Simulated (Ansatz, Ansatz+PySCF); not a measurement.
| atom | x (Å) | y (Å) | z (Å) |
| --- | --- | --- | --- |
| C | 0.0000 | 0.0000 | -0.5930 |
| O | 0.0000 | 0.0000 | 0.4448 |

RHF on singlet CO was run in several spherical basis sets with Ansatz (development build ahead of 0.2.0). Caution for RHF: no unrestricted run beside it, a lower state can exist.

(1) Rank the basis sets by the total energy that they give, lowest first, with the distance from the lowest.
A. cc-pVTZ
B. def2-SVP
C. cc-pVDZ
D. def2-TZVP
E. 6-31G(d)

Results:

(1) D (0.00 eV), A (0.16 eV), C (1.10 eV), E (1.50 eV), B (3.87 eV).

Totals follow the description of the cores as much as that of the bonds, so this order isn't one of quality for chemistry.
